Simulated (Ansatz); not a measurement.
Born–Oppenheimer molecular dynamics of CH$_{8}$Si (10 atoms, charge 0, multiplicity 1). It starts at the highest image of a converged band. Of that band: Neighbouring images differ by up to 2.4 eV, so the band resolves the path poorly. A vibrational analysis at the climbing image gives one clearly imaginary mode, 1618i cm⁻¹: a first-order saddle point.

All numbers below come from Ansatz, RKS PBE-D4/6-31G*.

| Quantity | Value |
| --- | --- |
| ensemble | NVE (velocity Verlet) |
| time step | 0.5 fs |
| steps asked | 200 |
| starting velocities drawn for | 100 K |
| seed | 2462 |

Frames 5 fs apart, positions in Å.

Velocities at 30.0 fs (Å/ps):

```
Si -2.73 0.73 -17.83
C 2.25 -0.88 33.98
H 49.27 0.03 50.53
H 9.61 12.26 17.33
H -9.23 -3.00 12.97
H -43.31 -0.98 24.24
H 39.09 -33.54 -19.72
H 27.59 23.94 -42.77
H -1.75 -3.49 0.70
H -22.07 -5.16 48.62
```

```xyz
10
Properties=species:S:1:pos:R:3 time_fs=30.0 energy_less_start_eV=-2.000 T=2034
Si -0.311 0.075 -0.131
C -0.048 0.034 2.548
H -0.353 0.098 3.630
H 0.571 -0.877 2.409
H 0.509 0.898 2.194
H 0.880 -0.040 0.686
H -0.083 1.313 -1.026
H -0.113 -1.057 -1.105
H -1.818 0.062 0.248
H -0.908 -0.127 1.963
10
Properties=species:S:1:pos:R:3 time_fs=35.0 energy_less_start_eV=-2.441 T=2460
Si -0.327 0.078 -0.232
C -0.036 0.025 2.739
H -0.100 0.116 3.826
H 0.628 -0.816 2.522
H 0.453 0.924 2.319
H 0.726 -0.057 0.780
H 0.081 1.175 -1.098
H -0.015 -0.957 -1.303
H -1.730 0.051 0.236
H -1.059 -0.139 2.241
10
Properties=species:S:1:pos:R:3 time_fs=40.0 energy_less_start_eV=-2.799 T=2807
Si -0.335 0.075 -0.348
C -0.029 0.017 2.945
H 0.086 0.149 4.048
H 0.662 -0.797 2.646
H 0.340 0.962 2.529
H 0.626 -0.106 0.770
H 0.180 1.258 -1.171
H -0.023 -0.927 -1.420
H -1.683 0.062 0.219
H -1.045 -0.124 2.679
10
Properties=species:S:1:pos:R:3 time_fs=45.0 energy_less_start_eV=-3.076 T=3075
Si -0.332 0.073 -0.473
C -0.001 0.020 3.177
H 0.199 0.137 4.246
H 0.612 -0.778 2.761
H 0.216 1.000 2.708
H 0.556 -0.180 0.674
H 0.141 1.391 -1.136
H -0.130 -1.001 -1.489
H -1.755 0.104 0.165
H -1.131 -0.179 3.086
10
Properties=species:S:1:pos:R:3 time_fs=50.0 energy_less_start_eV=-3.153 T=3149
Si -0.330 0.075 -0.598
C 0.009 0.032 3.420
H 0.342 0.099 4.478
H 0.545 -0.773 2.864
H 0.102 0.980 2.871
H 0.557 -0.277 0.575
H -0.002 1.434 -1.031
H -0.287 -1.099 -1.563
H -1.702 0.163 -0.027
H -1.022 -0.248 3.452
10
Properties=species:S:1:pos:R:3 time_fs=55.0 energy_less_start_eV=-3.007 T=3008
Si -0.328 0.072 -0.717
C 0.022 0.039 3.663
H 0.530 0.089 4.636
H 0.489 -0.712 3.028
H 0.015 0.970 3.075
H 0.565 -0.361 0.416
H -0.089 1.530 -1.041
H -0.426 -1.086 -1.659
H -1.704 0.210 -0.227
H -1.043 -0.337 3.802
10
Properties=species:S:1:pos:R:3 time_fs=60.0 energy_less_start_eV=-3.051 T=3050
Si -0.330 0.069 -0.830
C 0.020 0.033 3.901
H 0.719 0.135 4.757
H 0.503 -0.690 3.196
H -0.065 0.996 3.366
H 0.573 -0.421 0.233
H -0.073 1.542 -1.177
H -0.490 -0.992 -1.863
H -1.811 0.220 -0.341
H -0.963 -0.332 4.164
10
Properties=species:S:1:pos:R:3 time_fs=65.0 energy_less_start_eV=-3.197 T=3191
Si -0.344 0.071 -0.939
C 0.035 0.026 4.126
H 0.813 0.192 4.887
H 0.465 -0.645 3.392
H -0.153 1.019 3.694
H 0.615 -0.479 0.091
H 0.028 1.415 -1.384
H -0.468 -0.853 -2.153
H -1.748 0.174 -0.431
H -0.916 -0.342 4.599
10
Properties=species:S:1:pos:R:3 time_fs=70.0 energy_less_start_eV=-3.127 T=3124
Si -0.363 0.068 -1.051
C 0.050 0.029 4.362
H 0.878 0.219 5.064
H 0.369 -0.652 3.531
H -0.262 1.020 3.969
H 0.626 -0.518 -0.079
H 0.195 1.367 -1.612
H -0.387 -0.669 -2.369
H -1.687 0.122 -0.454
H -0.775 -0.373 4.970
10
Properties=species:S:1:pos:R:3 time_fs=75.0 energy_less_start_eV=-2.974 T=2976
Si -0.372 0.067 -1.172
C 0.066 0.040 4.599
H 0.977 0.217 5.206
H 0.230 -0.618 3.750
H -0.369 0.968 4.219
H 0.615 -0.563 -0.268
H 0.302 1.342 -1.714
H -0.337 -0.569 -2.511
H -1.743 0.111 -0.433
H -0.640 -0.457 5.288
10
Properties=species:S:1:pos:R:3 time_fs=80.0 energy_less_start_eV=-3.124 T=3121
Si -0.380 0.070 -1.295
C 0.079 0.048 4.846
H 1.085 0.236 5.247
H 0.157 -0.621 3.955
H -0.463 0.956 4.505
H 0.626 -0.655 -0.423
H 0.285 1.333 -1.644
H -0.390 -0.620 -2.646
H -1.666 0.145 -0.539
H -0.552 -0.522 5.573
10
Properties=species:S:1:pos:R:3 time_fs=85.0 energy_less_start_eV=-3.175 T=3170
Si -0.379 0.068 -1.420
C 0.083 0.043 5.083
H 1.148 0.294 5.294
H 0.124 -0.590 4.190
H -0.493 0.943 4.862
H 0.589 -0.748 -0.592
H 0.231 1.455 -1.531
H -0.533 -0.699 -2.711
H -1.626 0.210 -0.689
H -0.411 -0.516 5.870
```

Of the whole run (100 fs, mean temperature of the second half 3068 K): The conserved energy stayed within 0.076 meV per atom of its start (net change -0.0015 meV per atom), so the integration is sound. The system heated up, since it started high on the potential surface and ran downhill. A run of 0.1 ps of so small a system gives no equilibrium averages. The orbitals stay closed-shell, which can raise the energy where a bond breaks towards radicals; this wasn't checked here.

Run time: 4.5 min on 1 thread of Arm Neoverse V1, on a shared host, peak memory 0.097 GiB.
